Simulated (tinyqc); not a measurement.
Inside a calculation (part 2 of 2). Method: RKS/LDA (VWN5) in the sto-3g basis, for H2O, spin multiplicity 1. Computed by tinyqc, a small Python program that keeps every step (integrals from PySCF). Command: `OMP_NUM_THREADS=1 python tinyqc.py 27335 27336 out.jsonl` (the two numbers bound the seeds that draw the settings). One thread of a shared host (Intel(R) Xeon(R) Processor @ 2.60GHz), about 0.6 s of CPU time with the checks.

Geometry (angstrom):
```
atom         x          y         z
O     0.000000   0.000000  0.000000
H     0.000000   0.931000  0.915000
H     0.000000  -0.931000  0.915000
```

## Convergence

Stop when the energy changes by less than 1e-08 hartree and every element of the error matrix X^T (F D S - S D F) X is below 3e-05.

Course of the cycle:
```
iteration   E (hartree)     change  largest element of the error matrix
1          -61.90273565          -                             1.48e+01
2          -74.06340263  -1.22e+01                             4.20e-01
3          -73.59075121   4.73e-01                             6.60e-01
4          -73.41769290   1.73e-01                             5.11e-01
5          -73.09369079   3.24e-01                             6.12e-01
6          -73.31694173  -2.23e-01                             4.84e-01
7          -73.08859496   2.28e-01                             6.11e-01
8          -73.31623831  -2.28e-01                             4.84e-01
9          -73.08859588   2.28e-01                             6.11e-01
10         -73.31623750  -2.28e-01                             4.84e-01
11         -73.08859597   2.28e-01                             6.11e-01
12         -73.31623750  -2.28e-01                             4.84e-01
13         -73.08859597   2.28e-01                             6.11e-01
14         -73.31623750  -2.28e-01                             4.84e-01
...                 ...        ...                                  ...
74         -73.31623750  -2.28e-01                             4.84e-01
75         -73.08859597   2.28e-01                             6.11e-01
76         -73.31623750  -2.28e-01                             4.84e-01
77         -73.08859597   2.28e-01                             6.11e-01
78         -73.31623750  -2.28e-01                             4.84e-01
79         -73.08859597   2.28e-01                             6.11e-01
80         -73.31623750  -2.28e-01                             4.84e-01
81         -73.08859597   2.28e-01                             6.11e-01
82         -73.31623750  -2.28e-01                             4.84e-01
83         -73.08859597   2.28e-01                             6.11e-01
84         -73.31623750  -2.28e-01                             4.84e-01
85         -73.08859597   2.28e-01                             6.11e-01
86         -73.31623750  -2.28e-01                             4.84e-01
87         -73.08859597   2.28e-01                             6.11e-01
```

PySCF RKS in the same basis, fine grid = -74.66779016 hartree

Not converged within the cap of 87 iterations: the residual has stopped falling: the iteration swings between two states. Reruns (cap 100 unless said): DIIS 8: converged in 10; damping 0.5: converged in 44; level shift 0.5: converged in 22; atomic densities as start, DIIS 8: converged in 8; the original settings with a cap of 400: not converged.
